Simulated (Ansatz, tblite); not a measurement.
# The cluster Y₃: rung by rung

Aim: run the doublet of the cluster Y₃ at one geometry on many levels, and compare frontier levels, spin and run time.

The runs use Ansatz 0.2.0, Gaussian basis; as each input shows.

Levels to be run: GFN1-xTB, GFN2-xTB, PBE-D4/def2-TZVP, r2SCAN-D4/def2-TZVP, HSE06-D4/def2-TZVP, LC-ωPBE/def2-TZVP, B97M-V/def2-TZVP, HF/def2-TZVP, ωB97X-V/def2-TZVP, PBE+5HF/def2-TZVP, PBE+10HF/def2-TZVP, PBE+15HF/def2-TZVP, PBE+35HF/def2-TZVP, PBE+50HF/def2-TZVP, PBE-D4/def2-SVP, PBE0-D4/def2-SVP, PBE0-D4/def2-TZVPD, PBE-D4/def2-TZVPD, r2SCAN-D4/def2-TZVPD, CCSD(T)/def2-TZVP, RPA/def2-TZVP, CCSD(T)/def2-TZVPD.

## (1) The structure

The doublet was relaxed beforehand with r2SCAN-D4/def2-TZVP. At that level it is the lowest of the isomers that a small search found.

3 atoms, charge 0, spin multiplicity 2.

Bond lengths: Y1–Y2 3.184 Å, Y1–Y3 3.184 Å, Y2–Y3 3.184 Å. Angles: Y2–Y1–Y3 60.0°, Y1–Y2–Y3 60.0°, Y1–Y3–Y2 60.0°.

Y takes a core potential in the def2 sets. No spin-orbit coupling is included.

PBE0-D4/def2-TZVP was run before; its log isn't repeated, and its numbers join the tables.

## (2) GFN1-xTB

Tight binding, by tblite at 300 K electronic temperature and without a spin-polarisation term:

```python
tblite.interface.Calculator('GFN1-xTB', numbers, positions, charge=0, uhf=1).singlepoint()
```

Energy -83.7795 eV; 0.002 s.

## (3) GFN2-xTB

Tight binding, by tblite at 300 K electronic temperature and without a spin-polarisation term:

```python
tblite.interface.Calculator('GFN2-xTB', numbers, positions, charge=0, uhf=1).singlepoint()
```

Energy -104.0221 eV; 0.008 s.

## (4) PBE-D4/def2-TZVP

start.molden holds the orbitals of an earlier run on this state, given as this run's starting guess.

The input, in.yaml:

```yaml
crystal:
  periodic: [false, false, false]
  atoms:
    - {symbol: Y, position_ang: [0.589983, 1.002436, 1.423710]}
    - {symbol: Y, position_ang: [-0.498106, -1.751546, 0.252678]}
    - {symbol: Y, position_ang: [-0.091878, 0.749100, -1.676388]}
basis:
  gaussian: {orbitals: def2-TZVP, initial_orbitals: start.molden}
magnetization: {spin_polarized: true, initial_magnetization: 1}
hamiltonian: {xc: pbe, dispersion: d4}
scf: {omitted_lower_state_checks: [starts]}
output: {orbitals: {seedname: orbitals}}
```

Run with:

```sh
ansatz run in.yaml --threads 4 --pin off --events-out ev --progress --plain --max-ram 3916MiB
```

The runs that follow: r2SCAN-D4/def2-TZVP; HSE06-D4/def2-TZVP; LC-ωPBE/def2-TZVP; B97M-V/def2-TZVP; HF/def2-TZVP; ωB97X-V/def2-TZVP; PBE+5HF/def2-TZVP; PBE+10HF/def2-TZVP; PBE+15HF/def2-TZVP; PBE+35HF/def2-TZVP; PBE+50HF/def2-TZVP; PBE-D4/def2-SVP; PBE0-D4/def2-SVP; PBE0-D4/def2-TZVPD; PBE-D4/def2-TZVPD; r2SCAN-D4/def2-TZVPD; CCSD(T)/def2-TZVP; RPA/def2-TZVP; CCSD(T)/def2-TZVPD.

Before running them: what should the planned runs give, taken together? Wanted: gap in def2-TZVP, named functionals and Hartree-Fock, smallest and largest; gap over the share of exact exchange; correlation energy, CCSD(T)/def2-TZVP; correlation energy, CCSD(T)/def2-TZVPD; ⟨S²⟩ in def2-TZVP, named functionals and Hartree-Fock, smallest and largest; PBE0 total energy, smallest basis above largest.

**Answer**, as computed:

| quantity | value |
| --- | --- |
| gap in def2-TZVP, named functionals and Hartree-Fock, smallest and largest | 0.38 eV (PBE-D4), 5.55 eV (LC-ωPBE) |
| gap over the share of exact exchange | 0.38 eV at 0, 0.97 eV at 0.1 |
| correlation energy, CCSD(T)/def2-TZVP | -19.84 eV |
| correlation energy, CCSD(T)/def2-TZVPD | -19.84 eV |
| ⟨S²⟩ in def2-TZVP, named functionals and Hartree-Fock, smallest and largest | 0.774, 3.210 |
| PBE0 total energy, smallest basis above largest | 0.99 eV (def2-SVP, def2-TZVP) |

In words: Orbital gaps of the named functionals and Hartree-Fock in def2-TZVP span 0.38 eV (PBE-D4) to 5.55 eV (LC-ωPBE); exact exchange widens it. Raising the share of exact exchange from 0 to 0.1 moves the HOMO by -0.26 eV and the LUMO by +0.33 eV. Over the named functionals and Hartree-Fock in def2-TZVP spin contamination reaches 2.46 (HF), so some levels may describe another state. Notes on CCSD(T)/def2-TZVPD: large T1 diagnostic, spin contamination, state flagged by the program.
